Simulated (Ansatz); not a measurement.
Born–Oppenheimer molecular dynamics of CH3FO (6 atoms, charge 0, multiplicity 1). It starts from a relaxed structure.

Theory: RKS revPBE/STO-3G (Ansatz 0.2.0).

* ensemble: NVT, Langevin thermostat
* time step: 2 fs
* steps asked: 40
* set temperature: 400 K
* friction: 0.001 /fs
* seed: 379784

First frame:

```xyz
6
Properties=species:S:1:pos:R:3
O -0.826 -0.799 -0.252
C 0.256 0.074 0.243
F -0.149 1.432 0.330
H -0.936 -0.447 -1.226
H 1.188 0.012 -0.410
H 0.509 -0.336 1.268
```

(1) How far do the bonds stretch over the last three quarters of this one trajectory? (Pairs bonded in most of those frames.)

## Answers

(1) 
| bond | mean (Å) | spread (Å) | shortest | longest |
| --- | --- | --- | --- | --- |
| O1–C2 | 1.479 | 0.021 | 1.44 | 1.51 |
| O1–H4 | 1.045 | 0.022 | 1.00 | 1.08 |
| C2–F3 | 1.430 | 0.043 | 1.37 | 1.49 |
| C2–H5 | 1.141 | 0.012 | 1.12 | 1.16 |
| C2–H6 | 1.134 | 0.013 | 1.11 | 1.16 |

Mean temperature of the second half: 183 K. The mean temperature of the second half is 54 % below the set value. A step of 2 fs is long for free X–H stretches (periods near 10 fs) and can bias their spread and the temperature. A run of 0.08 ps of so small a system gives no equilibrium averages. Limits of this set-up: minimal basis.

The run took 15 s on 1 thread of Arm Neoverse V2 (shared host), peak memory 0.067 GiB.
